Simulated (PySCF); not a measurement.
Gas-phase reaction: 2 (CH₃)₂SiH₂ + C₄H₈ (cis-2-butene) ⇌ 2 Si(CH₃)₄

Method: PySCF energies plus ideal-gas RRHO corrections (1 bar). S°(298 K) at PBE0/def2-TZVP differs from the NASA 1993 table for C₄H₈ (cis-2-butene) (-6 J/mol/K); whether the harmonic model or the table's entry is off was not settled. † marks an energy on the PBE0/def2-TZVP geometry and frequencies. CCSD(T) freezes the core. All species are closed-shell singlets. B3LYP is the form with VWN-RPA correlation. CCSD(T) isn't extrapolated to the basis-set limit. The harmonic model lacks anharmonicity and excited electronic states, which grow with temperature; levels with a mode under 35 cm⁻¹ are left out. Internal rotation in (CH₃)₂SiH₂, C₄H₈ (cis-2-butene), Si(CH₃)₄ is treated as a harmonic vibration of one conformer, which makes the entropy rough.

ΔH° and ΔS° at 298 K: B3LYP/def2-TZVP† -207 kJ, -177 J/K; BLYP/def2-TZVP† -190 kJ, -177 J/K; CCSD(T)/def2-SVP† -203 kJ, -177 J/K.

**Question.** With the heat capacities included, give log10 K (1 bar) at 500, 600, 1000, 1800, 2500 K from B3LYP/def2-TZVP†, BLYP/def2-TZVP†, CCSD(T)/def2-SVP†.

**Answer.** 
| T (K) | B3LYP/def2-TZVP† | BLYP/def2-TZVP† | CCSD(T)/def2-SVP† |
|---|---|---|---|
| 500 | 12.6 | 10.7 | 12.1 |
| 600 | 9.1 | 7.5 | 8.7 |
| 1000 | 2.2 | 1.3 | 2.0 |
| 1800 | -2.2 | -2.7 | -2.4 |
| 2500 | -3.7 | -4.1 | -3.8 |
